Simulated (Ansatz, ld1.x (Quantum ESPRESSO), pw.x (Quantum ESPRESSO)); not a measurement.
# hydrogen: does the PAW potential hold in the solid?

H (Z = 1), PAW, made with ld1.x (Quantum ESPRESSO) 7.5 (LDA (PW92), scalar-relativistic). Core none, reference 1s1. Waves: 1s (bound): rcut 1.55, rcutus 1.65 bohr; 1s channel at 0.6 Ry: rcut 1.55, rcutus 1.65 bohr; 2p channel at 0.2 Ry: rcut 1.25, rcutus 1.55 bohr; 2p channel at 0.95 Ry: rcut 1.25, rcutus 1.55 bohr. Local part: all-electron potential smoothed inside 1.60 bohr (lloc = -1). Core correction: none. Augmentation charge: PSQ, inside the norm-conserving radii.

Crystal test: sc H in pw.x 7.5, no spin, 18³ k-points, Fermi–Dirac smearing 0.01 Ry, cutoffs 40/320 Ry. The reference is all-electron LAPW (Ansatz 0.2.0) with the same functional, mesh and smearing; V0 and B0 come from Birch–Murnaghan fits to the pressures at five volumes. Errors are pseudo minus all-electron; Δ is the rms difference of the E(V) curves that follow from these fits, minima aligned, over ±6 % about the mean V0. Mesh and smearing are coarse, so the numbers serve the comparison and aren't converged zero-temperature values; the lattice is a test structure that the element need not adopt.

All-electron: a0 = 1.446 Å (V0 = 3.02 Å³/atom), B0 = 108.1 GPa.

Question: How far does the potential miss the all-electron equation of state?

Answer: mean pressure error (GPa): +0.78; a0 (Å): 1.450; a0 error (%): +0.23; B0 error (%): +0.0; Δ (meV/atom): 0.5. The largest radius (1.65 bohr) exceeds half the bond length (1.36 bohr), so the spheres overlap, which is one possible source of error among others.

```tsv
V (Å³/atom)	P all-electron (GPa)	P pseudo (GPa)
2.841	7.52	8.43
2.915	4.24	5.07
2.990	1.28	2.05
3.065	-1.38	-0.67
3.139	-3.78	-3.13
```

Question: At the middle volume, how do free energy and pressure move when the wave cutoff is lowered (ecutrho held at 320 Ry)?

Answer:

| cutoff (Ry) | shift of F (meV/atom) | shift of P (GPa) |
| --- | --- | --- |
| 18 | +2.9 | -0.24 |
| 24 | +0.9 | +0.02 |
| 32 | +0.2 | -0.03 |

The run at the middle volume (220 k-points, 5 iterations) took about 0.9 s on one core of a shared host (Neoverse-V2, 96 threads, 742 GiB, load 37).
